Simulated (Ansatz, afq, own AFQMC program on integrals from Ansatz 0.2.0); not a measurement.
Integrals from Ansatz 0.2.0, then the random walk in our own AFQMC program (afq).

```yaml
crystal:
  periodic: [false, false, false]
  atoms:
    - {symbol: Ge, position_ang: [0.004151, 0.000000, 0.665469]}
    - {symbol: Al, position_ang: [-0.088535, 0.000000, -1.648990]}
    - {symbol: H, position_ang: [0.835433, 1.056585, -0.401430]}
    - {symbol: H, position_ang: [0.835435, -1.056584, -0.401430]}
    - {symbol: H, position_ang: [0.399939, 0.000000, -3.014235]}
basis:
  gaussian: {orbitals: cc-pVDZ}
magnetization: {spin_polarized: false}
correlation: {method: ccsd_t, electrons: outside_noble_gas, hamiltonian_folder: ham}
```

```sh
$ ansatz run in.yaml --threads 1 --pin off --events-out ev --progress --plain --max-ram 1382MiB
```

afq runs on the folder ham with

```
--method phaseless --trial cisd --walkers 10 --populations 1 --least-time 40 --time-step 0.04 --steps-per-block 10 --equilibration-blocks 25 --max-blocks 150 --target-error 0.00076 --factor-cut 1e-05 --seed 1208 --taylor-order 6
```

Times are imaginary, in 1/Eh. The walk had a cap of 262 s. Filled inner d shells are frozen with the cores.

Output of the walk:

```
orbitals 41  electrons 5 5  factors 333 of 637
reference energy -2318.93259967 Eh
CCSD correlation -0.19804673 Eh in 10 cycles, weight of the determinant in the CISD state 0.8612
energy of the start -2319.130646 Eh
 block  time / (1/Eh)  mean weight  energy / Eh
     1     0.400  1.0004  -2319.127079
     2     0.800  0.9875  -2319.132628
     3     1.200  1.0143  -2319.130867
     4     1.600  1.0006  -2319.135930
     5     2.000  0.9908  -2319.140073
    10     4.000  0.9663  -2319.143032
    29    11.600  1.0128  -2319.145016
    49    19.600  0.9960  -2319.136394
    69    27.600  0.9927  -2319.137812
    77    30.800  0.9763  -2319.127951
    89    35.600  1.0069  -2319.145304
   109    43.600  0.9979  -2319.133908
   129    51.600  0.9859  -2319.137070
   137    54.800  1.0446  -2319.163565
   149    59.600  1.0225  -2319.139971
   169    67.600  1.0272  -2319.136603
   173    69.200  0.9774  -2319.131283
blocks merged  error / Eh  count
     1  0.000888  150
     2  0.001116  75
     4  0.001359  37
     8  0.001202  18
    16  0.001232  9
energy -2319.140404 +/- 0.001359 Eh
(rows thinned)
```

The run passed its tests (sampling time, drift between the halves within three errors, error under three times the target), which doesn't prove that it has relaxed. The second half of the sampling lies above the first by 2.1 errors of their difference, so the energy may still be moving and its error bar be too small.

Against this walk (error 37.0 meV) on the same determinant: CCSD(T) 65.5 meV higher (within the noise), CCSDT(Q) 19.8 meV higher (within the noise), a separate phaseless walk with a CISD trial and standard settings 25.6 ± 38.8 meV higher (within the noise). The error is statistical and leaves out the bias of the constraint.

Cautions: constraint bias not in the error; error above the target (37.0 against 20.7 meV); no relativity below Rb; no spin-orbit coupling; inner d shell frozen; so few walkers bias the energy; the time-step error isn't removed.

The walk took 5.5 s on 1 thread of Intel(R) Xeon(R) 6975P-C (Granite Rapids) (shared host). The log's last line is the phaseless energy.

CCSDT and higher add their correlation energy to the determinant of the CCSD(T) run, since their own runs factorise the integrals more tightly (a shift of under 2 meV). A walk keeps the symmetry of its determinant, which the program's search chose and which needn't be the lowest solution, so a lower state of the same spin and another symmetry isn't excluded.
